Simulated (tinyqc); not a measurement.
Worked calculation: CIS and TDHF on RHF in the sto-3g basis, frozen core, for LiH, spin multiplicity 1. Computed by tinyqc, a small Python program that keeps every step (integrals from PySCF). Settings: charge = 0, multiplicity = 1, basis = sto-3g, method = RHF, frozen orbitals = 1, energy threshold = 1e-10, iteration cap = 68, orthogonalisation = symmetric, start = atomic densities, DIIS depth = 6, TDHF = 1. Command: `OMP_NUM_THREADS=1 python tinyqc.py 23814 23815 out.jsonl` (the two numbers bound the seeds that draw the settings). One thread of a shared host (Intel(R) Xeon(R) Processor @ 2.60GHz), about 0.08 s of CPU time with the checks. The early iterations of the SCF are left out here.

## One-electron integrals

Geometry (angstrom):
```
atom       x       y       z
Li    0.0000  0.0000  0.0000
H     0.0000  0.0000  1.4060
```

Basis sto-3g: exponents (1/bohr^2) and contraction coefficients of normalised primitives:
```
element  l (shell)  exponent  coefficient
Li           s (1)   16.1196       0.1543
Li           s (1)    2.9362       0.5353
Li           s (1)    0.7947       0.4446
Li           s (2)    0.6363      -0.1000
Li           s (2)    0.1479       0.3995
Li           s (2)    0.0481       0.7001
Li           p (3)    0.6363       0.1559
Li           p (3)    0.1479       0.6077
Li           p (3)    0.0481       0.3920
H            s (1)    3.4253       0.1543
H            s (1)    0.6239       0.5353
H            s (1)    0.1689       0.4446
```

Overlap, kinetic and nuclear-attraction integrals over the contracted functions; the nuclear repulsion is the sum of Za Zb / Rab.

nuclear repulsion = 1.129112 hartree

overlap S, lower triangle:
```
         1Li 1s  1Li 2s  1Li 2px  1Li 2py  1Li 2pz   2H 1s
1Li 1s   1.0000
1Li 2s   0.2411  1.0000
1Li 2px  0.0000  0.0000   1.0000
1Li 2py  0.0000  0.0000   0.0000   1.0000
1Li 2pz  0.0000  0.0000   0.0000   0.0000   1.0000
2H 1s    0.1003  0.4436   0.0000   0.0000   0.5432  1.0000
```

kinetic energy T (hartree), lower triangle:
```
          1Li 1s  1Li 2s  1Li 2px  1Li 2py  1Li 2pz   2H 1s
1Li 1s    3.5768
1Li 2s   -0.0202  0.1022
1Li 2px   0.0000  0.0000   0.3197
1Li 2py   0.0000  0.0000   0.0000   0.3197
1Li 2pz   0.0000  0.0000   0.0000   0.0000   0.3197
2H 1s    -0.0174  0.0557   0.0000   0.0000   0.1601  0.7600
```

nuclear attraction V (hartree), lower triangle:
```
          1Li 1s   1Li 2s  1Li 2px  1Li 2py  1Li 2pz    2H 1s
1Li 1s   -8.3593
1Li 2s   -1.0551  -1.5197
1Li 2px   0.0000   0.0000  -1.4744
1Li 2py   0.0000   0.0000   0.0000  -1.4744
1Li 2pz  -0.0208  -0.1320   0.0000   0.0000  -1.5801
2H 1s    -0.4434  -0.8763   0.0000   0.0000  -1.0911  -2.3489
```

core Hamiltonian H = T + V (hartree), lower triangle:
```
          1Li 1s   1Li 2s  1Li 2px  1Li 2py  1Li 2pz    2H 1s
1Li 1s   -4.7825
1Li 2s   -1.0753  -1.4175
1Li 2px   0.0000   0.0000  -1.1547
1Li 2py   0.0000   0.0000   0.0000  -1.1547
1Li 2pz  -0.0208  -0.1320   0.0000   0.0000  -1.2604
2H 1s    -0.4608  -0.8206   0.0000   0.0000  -0.9310  -1.5889
```

## Two-electron integrals

Functions are numbered as in S; the eight-fold symmetry (ij|kl) = (ji|kl) = (kl|ij) leaves the list below.

Two-electron integrals (ij|kl) in chemists' order, unique and non-zero (hartree):
```
(11|11) 1.6804   (21|11) 0.2654   (21|21) 0.0499   (22|11) 0.3977
(22|21) 0.0929   (22|22) 0.2906   (31|31) 0.0090   (32|31) 0.0138
(32|32) 0.0642   (33|11) 0.3966   (33|21) 0.0929   (33|22) 0.2905
(33|33) 0.3129   (41|41) 0.0090   (42|41) 0.0138   (42|42) 0.0642
(43|43) 0.0169   (44|11) 0.3966   (44|21) 0.0929   (44|22) 0.2905
(44|33) 0.2792   (44|44) 0.3129   (51|51) 0.0090   (52|51) 0.0138
(52|52) 0.0642   (53|53) 0.0169   (54|54) 0.0169   (55|11) 0.3966
(55|21) 0.0929   (55|22) 0.2905   (55|33) 0.2792   (55|44) 0.2792
(55|55) 0.3129   (61|11) 0.1084   (61|21) 0.0205   (61|22) 0.0385
(61|33) 0.0380   (61|44) 0.0380   (61|51) 0.0024   (61|52) 0.0046
(61|55) 0.0394   (61|61) 0.0092   (62|11) 0.1834   (62|21) 0.0430
(62|22) 0.1346   (62|33) 0.1287   (62|44) 0.1287   (62|51) 0.0071
(62|52) 0.0371   (62|55) 0.1465   (62|61) 0.0208   (62|62) 0.0939
(63|31) 0.0041   (63|32) 0.0172   (63|53) 0.0063   (63|63) 0.0082
(64|41) 0.0041   (64|42) 0.0172   (64|54) 0.0063   (64|64) 0.0082
(65|11) 0.2084   (65|21) 0.0495   (65|22) 0.1614   (65|33) 0.1510
(65|44) 0.1510   (65|51) 0.0111   (65|52) 0.0568   (65|55) 0.1819
(65|61) 0.0252   (65|62) 0.1250   (65|65) 0.1704   (66|11) 0.3732
(66|21) 0.0892   (66|22) 0.2993   (66|33) 0.2746   (66|44) 0.2746
(66|51) 0.0188   (66|52) 0.1106   (66|55) 0.3483   (66|61) 0.0458
(66|62) 0.2526   (66|65) 0.3520   (66|66) 0.7746
```

## Orthogonalisation

S = U s U^T; symmetric (Loewdin) form X = U s^(-1/2) U^T, so that X^T S X = 1.

eigenvalues of S: 0.2965  0.7962  1.0000  1.0000  1.1602  1.7470

X, lower triangle:
```
          1Li 1s   1Li 2s  1Li 2px  1Li 2py  1Li 2pz   2H 1s
1Li 1s    1.0230
1Li 2s   -0.1231   1.1416
1Li 2px   0.0000   0.0000   1.0000
1Li 2py   0.0000   0.0000   0.0000   1.0000
1Li 2pz   0.0026   0.1458   0.0000   0.0000   1.1789
2H 1s    -0.0113  -0.3351   0.0000   0.0000  -0.4117  1.2985
```

## Iteration 7 (converged): orbitals

converged F (hartree), lower triangle:
```
          1Li 1s   1Li 2s  1Li 2px  1Li 2py  1Li 2pz    2H 1s
1Li 1s   -2.3432
1Li 2s   -0.6404  -0.2352
1Li 2px   0.0000   0.0000   0.1633
1Li 2py   0.0000   0.0000   0.0000   0.1633
1Li 2pz   0.0124  -0.1190   0.0000   0.0000  -0.0198
2H 1s    -0.2723  -0.3012   0.0000   0.0000  -0.2464  -0.1932
```

Diagonalise F' = X^T F X, C = X C', fill 2 alpha and 2 beta electrons from the bottom; D = 2 C_occ C_occ^T. Each column has its largest component positive (the first on a tie).

F' = X^T F X (hartree), lower triangle:
```
         1        2       3       4        5       6
1  -2.2890
2  -0.3416   0.0079
3   0.0000   0.0000  0.1633
4   0.0000   0.0000  0.0000  0.1633
5   0.0374   0.0315  0.0000  0.0000   0.1693
6  -0.0890  -0.3023  0.0000  0.0000  -0.3396  0.1402
```

orbital energies (hartree): MO1 -2.3460, MO2 -0.3008, MO3 0.0795, MO4 0.1633, MO5 0.1633, MO6 0.5957

coefficients C:
```
             MO1      MO2      MO3      MO4     MO5      MO6
1Li 1s    0.9909  -0.1834  -0.2071   0.0000  0.0000   0.0591
1Li 2s    0.0310   0.4367   0.8043   0.0000  0.0000  -0.7833
1Li 2px   0.0000   0.0000   0.0000   0.9897  0.1429   0.0000
1Li 2py   0.0000   0.0000   0.0000  -0.1429  0.9897   0.0000
1Li 2pz  -0.0083   0.3529  -0.6121   0.0000  0.0000  -1.0398
2H 1s     0.0103   0.5410  -0.1296   0.0000  0.0000   1.2878
```

D after iteration 7, lower triangle:
```
          1Li 1s  1Li 2s  1Li 2px  1Li 2py  1Li 2pz   2H 1s
1Li 1s    2.0309
1Li 2s   -0.0988  0.3833
1Li 2px   0.0000  0.0000   0.0000
1Li 2py   0.0000  0.0000   0.0000   0.0000
1Li 2pz  -0.1459  0.3077   0.0000   0.0000   0.2492
2H 1s    -0.1779  0.4731   0.0000   0.0000   0.3817  0.5855
```

Within a degenerate level the vectors are fixed only up to a rotation; this is one choice.

## Convergence

Stop when the energy changes by less than 1e-10 hartree and every element of the error matrix X^T (F D S - S D F) X is below 3e-06.

Course of the cycle:
```
iteration  E (hartree)     change  largest element of the error matrix
1            -7.680931          -                             2.34e-01
2            -7.853063  -1.72e-01                             7.30e-02
3            -7.859789  -6.73e-03                             1.83e-02
4            -7.860687  -8.98e-04                             5.42e-03
5            -7.860854  -1.67e-04                             2.31e-04
6            -7.860854  -1.52e-07                             5.55e-06
7            -7.860854  -5.03e-11                             3.38e-07
```

PySCF RHF in the same basis = -7.860854 hartree

Converged in 7 iterations.

## Integrals over molecular orbitals

(pq|rs) = sum C_ip C_jq C_kr C_ls (ij|kl), one index at a time.

one-electron integrals over orbitals h = C^T H C (hartree), lower triangle:
```
         1        2        3        4        5        6
1  -4.7725
2   0.1144  -1.5707
3   0.1693   0.0381  -1.1395
4   0.0000   0.0000   0.0000  -1.1547
5   0.0000   0.0000   0.0000   0.0000  -1.1547
6  -0.0146  -0.1169   0.0339   0.0000   0.0000  -0.9183
```

Two-electron integrals over orbitals (pq|rs), unique and non-zero (hartree); the lowest 1 orbital is frozen and left out:
```
(22|22) 0.5009    (32|22) -0.0455   (32|32) 0.0114    (33|22) 0.2298
(33|32) 0.0049    (33|33) 0.3395    (42|42) 0.0245    (43|42) 0.0192
(43|43) 0.0414    (44|22) 0.2799    (44|32) 0.0038    (44|33) 0.2824
(44|44) 0.3129    (52|52) 0.0245    (53|52) 0.0192    (53|53) 0.0414
(54|54) 0.0169    (55|22) 0.2799    (55|32) 0.0038    (55|33) 0.2824
(55|44) 0.2792    (55|55) 0.3129    (62|22) 0.1378    (62|32) -0.0326
(62|33) -0.0061   (62|44) -0.0054   (62|55) -0.0054   (62|62) 0.1223
(63|22) -0.0507   (63|32) 0.0076    (63|33) 0.0361    (63|44) 0.0007
(63|55) 0.0007    (63|62) -0.0304   (63|63) 0.0263    (64|42) -0.0193
(64|43) -0.0139   (64|64) 0.0191    (65|52) -0.0193   (65|53) -0.0139
(65|65) 0.0191    (66|22) 0.4597    (66|32) -0.0410   (66|33) 0.2424
(66|44) 0.2701    (66|55) 0.2701    (66|62) 0.1458    (66|63) -0.0430
(66|66) 0.4570
```

## CIS matrix, singlets

A(ia,jb) = (e_a - e_i) d_ij d_ab + 2 (ia|jb) - (ij|ab).

CIS matrix A, singlet (hartree), lower triangle:
```
         2>3     2>4     2>5     2>6
2>3   0.1733
2>4   0.0000  0.2333
2>5   0.0000  0.0000  0.2333
2>6  -0.0145  0.0000  0.0000  0.6813
```

## CIS singlet states

dipole integrals <i|r|a> (bohr):
```
          x        y        z
2>3  0.0000   0.0000  -0.3338
2>4  0.9581  -0.1383   0.0000
2>5  0.1383   0.9581   0.0000
2>6  0.0000   0.0000   0.5308
```

Diagonalise A (1 hartree = 27.211386 eV); each vector has its largest component positive (the first on a tie). The transition dipole is mu = sqrt2 sum c_ia <i|r|a>.

singlet excitation energies (eV): 4.7042  6.3479  6.3479  18.5505

lowest vectors:
```
     state 1  state 2  state 3  state 4
2>3   0.9996   0.0000   0.0000  -0.0285
2>4   0.0000   0.9727   0.2322   0.0000
2>5   0.0000  -0.2322   0.9727   0.0000
2>6   0.0285   0.0000   0.0000   0.9996
```

oscillator strengths 2/3 w |mu|^2: 0.0234  0.2915  0.2915  0.2651

Within a degenerate level the vectors are fixed only up to a rotation; this is one choice.

## TDHF (RPA) singlet states

B(ia,jb) = 2 (ia|jb) - (ib|ja); the squared energies are the eigenvalues of (A - B)(A + B); 1 hartree = 27.211386 eV.

TDHF matrix B, singlet (hartree), lower triangle:
```
         2>3     2>4     2>5     2>6
2>3   0.0114
2>4   0.0000  0.0245
2>5   0.0000  0.0000  0.0245
2>6  -0.0326  0.0000  0.0000  0.1223
```

squared energies w^2 (hartree^2): 0.0294  0.0538  0.0538  0.4480

TDHF energies from the positive w^2 (eV): 4.6680  6.3127  6.3127  18.2132

## CIS matrix, triplets

A(ia,jb) = (e_a - e_i) d_ij d_ab - (ij|ab).

CIS matrix A, triplet (hartree), lower triangle:
```
        2>3     2>4     2>5     2>6
2>3  0.1505
2>4  0.0000  0.1842
2>5  0.0000  0.0000  0.1842
2>6  0.0507  0.0000  0.0000  0.4367
```

## CIS triplet states

Diagonalise A (1 hartree = 27.211386 eV); each vector has its largest component positive (the first on a tie).

triplet excitation energies (eV): 3.8581  5.0122  5.0122  12.1208

lowest vectors:
```
     state 1  state 2  state 3  state 4
2>3   0.9856   0.0000   0.0000   0.1693
2>4   0.0000  -0.6704   0.7420   0.0000
2>5   0.0000   0.7420   0.6704   0.0000
2>6  -0.1693   0.0000   0.0000   0.9856
```

Within a degenerate level the vectors are fixed only up to a rotation; this is one choice.

## TDHF (RPA) triplet states

B(ia,jb) = - (ib|ja); the squared energies are the eigenvalues of (A - B)(A + B); 1 hartree = 27.211386 eV.

TDHF matrix B, triplet (hartree), lower triangle:
```
         2>3      2>4      2>5      2>6
2>3  -0.0114
2>4   0.0000  -0.0245
2>5   0.0000   0.0000  -0.0245
2>6   0.0326   0.0000   0.0000  -0.1223
```

squared energies w^2 (hartree^2): 0.0181  0.0333  0.0333  0.1832

TDHF energies from the positive w^2 (eV): 3.6625  4.9676  4.9676  11.6466
